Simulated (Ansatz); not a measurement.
**Si2H4F radical: a rigid scan of the bond length Si3–H7**

The task here is to estimate one member of a computed series from the others.

Method: single points in def2-TZVPP; program: Ansatz 0.2.0, Gaussian basis.

Levels: PBE-D4, r2SCAN-D4, PBE0-D4, B3LYP-D4, wB97M-V, Hartree-Fock, MP2, CCSD, CCSD(T). The scan takes 1.307, 1.359, 1.434, 1.523, 1.621, 1.726, 1.838, 1.956, 2.079 Å.

Correlated methods freeze the cores. Orbitals are unrestricted. B3LYP uses VWN-RPA correlation.

28 further runs of the same task are left out: 28 set aside as unsound or not needed.

## Where the work starts

The minimum, relaxed at PBE0-D4: 7 atoms, charge 0, spin multiplicity 2.

Atoms are counted from 1 here; the program's logs count them from 0.

Bond lengths: F1–Si2 1.610 Å, Si2–Si3 2.341 Å, Si2–H4 1.493 Å, Si3–H5 1.487 Å, Si3–H6 1.489 Å, Si3–H7 1.485 Å. Angles: F1–Si2–Si3 111.0°, F1–Si2–H4 106.8°, Si3–Si2–H4 114.0°, Si2–Si3–H5 106.5°, Si2–Si3–H6 113.1°, Si2–Si3–H7 109.4°, H5–Si3–H6 109.3°, H5–Si3–H7 109.4°, H6–Si3–H7 109.1°.

As a file:

```xyz
7
charge 0, multiplicity 2
F    -0.43599   -2.00447    1.27692
Si   -0.28448   -1.36162   -0.19174
Si    0.46568    0.85196   -0.06502
H    -1.60611   -1.51644   -0.86905
H     0.54126    1.35242   -1.46371
H    -0.44012    1.73083    0.72501
H     1.82106    0.87922    0.54189
```

Energies of the minimum (eV), from earlier single points: PBE-D4 -18528.21691, r2SCAN-D4 -18536.48602, PBE0-D4 -18529.80661, B3LYP-D4 -18540.52573, wB97M-V -18536.76286, CCSD(T) -18510.48321.

At the minimum the bond length Si3–H7 is 1.485 Å.

Set-up of the first run:

The input, ccsdt-tzvpp/in.yaml:

```yaml
crystal:
  periodic: [false, false, false]
  atoms:
    - {symbol: F, position_ang: [-0.435991, -2.004466, 1.276922]}
    - {symbol: Si, position_ang: [-0.284485, -1.361622, -0.191744]}
    - {symbol: Si, position_ang: [0.465682, 0.851964, -0.065023]}
    - {symbol: H, position_ang: [-1.606106, -1.516438, -0.869047]}
    - {symbol: H, position_ang: [0.541260, 1.352417, -1.463707]}
    - {symbol: H, position_ang: [-0.440119, 1.730828, 0.725008]}
    - {symbol: H, position_ang: [1.658350, 0.875946, 0.469034]}
basis:
  gaussian: {orbitals: def2-TZVPP}
magnetization: {spin_polarized: true, initial_magnetization: 1}
correlation: {method: ccsd_t}
scf: {omitted_lower_state_checks: [cluster_reference]}
```

The command line of these runs was not kept.

Among the steps run: Si3–H7 = 1.307 Å; Si3–H7 = 1.359 Å; Si3–H7 = 1.434 Å; Si3–H7 = 1.523 Å; Si3–H7 = 1.621 Å; Si3–H7 = 1.726 Å; Si3–H7 = 1.838 Å; Si3–H7 = 1.956 Å; Si3–H7 = 2.079 Å.

One of the session's tables, all rows but one given; the rest of the session is left out.

Energies less that of the minimum at the same level (eV):

| bond length (Å) | PBE-D4 | PBE0-D4 | B3LYP-D4 | wB97M-V | Hartree-Fock |
| --- | --- | --- | --- | --- | --- |
| 1.307 | 0.395 | 0.371 | 0.350 | 0.338 | 0.349 |
| 1.359 | ? | ? | ? | ? | ? |
| 1.434 | 0.033 | 0.025 | 0.020 | 0.016 | 0.016 |
| 1.485 (minimum) | 0.000 | 0.000 | 0.000 | 0.000 | 0.000 |
| 1.523 | 0.006 | 0.012 | 0.015 | 0.018 | 0.020 |
| 1.621 | 0.112 | 0.136 | 0.144 | 0.158 | 0.167 |
| 1.726 | 0.325 | 0.371 | 0.378 | 0.409 | 0.433 |
| 1.838 | 0.607 | 0.681 | 0.676 | 0.745 | 0.792 |
| 1.956 | 0.950 | 1.053 | 1.037 | 1.136 | 1.214 |
| 2.079 | 1.328 | 1.464 | 1.438 | 1.559 | 1.671 |

**Question.** Estimate the row for bond length (Å) = 1.359.

Worked estimate for «PBE-D4». A straight line through the neighbours (1.307, 0.395) and (1.434, 0.033) gives 0.395 + (0.033 − 0.395) × (1.359 − 1.307) / (1.434 − 1.307) = 0.247; a parabola fitted to 3 rows on both sides gives 0.201.

**Answer.** PBE-D4: 0.189; PBE0-D4: 0.171; B3LYP-D4: 0.157; wB97M-V: 0.149; Hartree-Fock: 0.153. In «PBE-D4» the line misses by +0.058 and the parabola by +0.012.

Caveats from the session: A polynomial through the near points puts the CCSD(T) minimum 0.005 Å below the PBE0-D4 value.
